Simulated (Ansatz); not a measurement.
A nudged elastic band was laid between two geometries of CH6Si + H2S (11 atoms, charge 0, multiplicity 1).

All numbers below come from Ansatz, RKS B3LYP/6-31G*.

| Property | Result |
| --- | --- |
| movable images | 5 |
| climbing image | yes |
| spring | 5.0 eV/Å² |
| optimiser | quadratic models (default) |
| start path | through a guess of the saddle point |
| force threshold | 0.05 eV/Å |
| iteration limit | 60 |
| end points | relaxed |

First end point:

```xyz
11
Properties=species:S:1:pos:R:3
Si 0.507 -0.075 0.175
C 0.507 -0.168 2.059
H -0.512 -0.310 2.435
H 1.121 -1.004 2.411
H 0.907 0.753 2.498
H 1.884 0.128 -0.355
H -0.335 1.058 -0.305
H -0.033 -1.328 -0.423
S -3.814 0.111 1.426
H -3.511 -0.253 0.161
H -3.465 1.397 1.210
```

Last end point:

```xyz
11
Properties=species:S:1:pos:R:3
Si -0.532 -0.001 -1.240
C -0.186 0.059 3.366
H -0.363 -0.361 4.359
H 0.003 -0.754 2.658
H 0.682 0.723 3.400
H 0.318 0.988 -0.527
H -0.478 0.249 -2.702
H -0.023 -1.366 -0.941
S -2.622 0.205 -0.724
H -2.476 -0.061 0.592
H -1.066 0.628 3.051
```

Question: What changes between the two ends?

Answer: Bonds broken: Si1–C2, S9–H11. Bonds formed: Si1–S9, C2–H11. CH6Si + H2S becomes CH4 + H4SSi.

Question: What energy profile does the band end with?

Answer: It converged. The highest image is number 3 of 0 to 6, 250.3 kJ/mol above the first end and 316.4 kJ/mol above the last; the last end lies 66.2 kJ/mol below the first. Neighbouring images differ by up to 2.8 eV, so the band resolves the path poorly. A vibrational analysis at the climbing image gives one clearly imaginary mode, 1155i cm⁻¹: a first-order saddle point. The orbitals stay closed-shell, which can raise the energy where a bond breaks towards radicals; this wasn't checked here.

| image | path coordinate (Å) | energy (kJ/mol) | Si1–C2 (Å) | S9–H11 (Å) | Si1–S9 (Å) |
| --- | --- | --- | --- | --- | --- |
| 0 | 0.00 | 0.0 | 1.89 | 1.35 | 4.50 |
| 1 | 1.40 | 1.2 | 1.89 | 1.35 | 4.19 |
| 2 | 2.81 | 27.7 | 1.91 | 1.35 | 3.51 |
| 3 | 4.21 | 250.3 | 2.19 | 1.83 | 2.64 |
| 4 | 6.02 | -21.3 | 3.27 | 2.44 | 2.19 |
| 5 | 7.82 | -65.5 | 4.29 | 3.40 | 2.16 |
| 6 | 9.63 | -66.2 | 4.62 | 4.11 | 2.16 |

Question: What is the geometry of the highest image?

Answer: 
```xyz
11
Properties=species:S:1:pos:R:3
Si -0.166 0.129 0.007
C -0.126 0.039 2.191
H -0.840 0.070 3.027
H 0.380 -0.929 2.227
H 0.576 0.865 2.319
H 1.321 -0.027 0.157
H -0.313 1.477 -0.579
H -0.557 -1.102 -0.711
S -2.742 0.437 0.509
H -3.064 -0.869 0.659
H -1.212 0.219 1.487
```

Run time: 7.9 min on 1 thread of Arm Neoverse V1, with other jobs on the host, peak memory 0.14 GiB.
